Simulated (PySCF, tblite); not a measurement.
# C₄H₅NO: geometry, infrared bands, NMR shifts and spin-spin couplings

Aim: predict the infrared bands, NMR shifts and spin-spin couplings of C₄H₅NO (`N#CC[C@@H]1CO1`).

Computed with tblite 0.8.0 and PySCF 2.14.0, with density-fitted response routines of our own, on a single molecule in the gas phase. Atoms are numbered from 0 throughout.

### 1 The molecule as given

11 atoms, charge 0, multiplicity 1; geometry from: force field or distance geometry start.

Bonds of the start (Å): N0–C1 1.15, C1–C2 1.45, C2–C3 1.51, C3–C4 1.49, C4–O5 1.38, O5–C3 1.39, C2–H6 1.10, C2–H7 1.12, C3–H8 1.11, C4–H9 1.10, C4–H10 1.12.

### 2 Relaxing the molecule with GFN2-xTB

The job: settings as JSON, then the geometry in Å.

```
{"job": {"kind": "relax", "xc": "GFN2-xTB", "basis": "xTB"}, "charge": 0, "multiplicity": 1}
N     -1.489600     2.266700     0.353500
C     -1.307800     1.174900     0.056500
C     -1.048100    -0.215800    -0.276300
C      0.246900    -0.676900     0.343300
C      1.481400     0.058000    -0.043100
O      1.213500    -1.219000    -0.495500
H     -0.999100    -0.404500    -1.359400
H     -1.852000    -0.876200     0.151100
H      0.186600    -1.196200     1.323800
H      2.216700     0.247900     0.757400
H      1.356800     0.843900    -0.837200
```

On the command line:

```bash
OMP_NUM_THREADS=1 python probes_run.py task.json out
```

One launch serves the whole session: the jobs run in the order shown.

**Question.** This job is followed by: GFN2-xTB harmonic vibrations, gas phase; GIAO PBE0/pcSseg-1 NMR shielding, non-relativistic, gas phase; B3LYP/pcJ-1 indirect spin-spin coupling, non-relativistic, gas phase. What will the session give for the following? strongest single infrared mode (GFN2-xTB); zero-point energy (GFN2-xTB); 13C shifts against TMS (PBE0/pcSseg-1); 1H shifts against TMS (PBE0/pcSseg-1); 15N shifts against NH3 (PBE0/pcSseg-1); 17O shifts against H2O (PBE0/pcSseg-1); surface potential, 1st and 99th percentile; largest coupling of the table (B3LYP/pcJ-1).

As calculated:

```
                                   quantity                             value
  strongest single infrared mode (GFN2-xTB)             2417 cm⁻¹, 191 km/mol
               zero-point energy (GFN2-xTB)                     52.0 kcal/mol
     13C shifts against TMS (PBE0/pcSseg-1)       120.4, 46.9, 44.6, 22.7 ppm
      1H shifts against TMS (PBE0/pcSseg-1)  3.03, 2.88, 2.70, 2.37, 1.72 ppm
     15N shifts against NH3 (PBE0/pcSseg-1)                         304.1 ppm
     17O shifts against H2O (PBE0/pcSseg-1)                          23.2 ppm
      surface potential, 1st and 99th percentile                -1.71 V and 1.42 V
largest coupling of the table (B3LYP/pcJ-1)           1J(C,H) C3–H8, 188.6 Hz
```

**Reading.** Relaxing lowered the energy by 0.201 eV in 53 steps; the close pair that moved most is C4–H10, from 1.124 to 1.084 Å. No mode is imaginary among the 27: a minimum at this level. The strongest single mode, at 2417 cm⁻¹, moves mainly C1 and N0. Unscaled tight-binding wavenumbers are off by several per cent, some by more. Its intensities can rank the bands wrongly. C1 (nitrile carbon) lies farthest downfield among carbon, at 120.4 ppm; C≡N carbons fall here, among the sp2 signals but without a proton. At PBE0/pcSseg-1: The largest span, 509 ppm, is at N0, where the paramagnetic term is -376 ppm. In the run at B3LYP/pcJ-1, the largest coupling of the table is C3–H8, 188.6 Hz, of which the Fermi-contact term gives 187.7 Hz. Couplings across rotatable bonds belong to this one conformer; where others are populated, the observed values are averages.
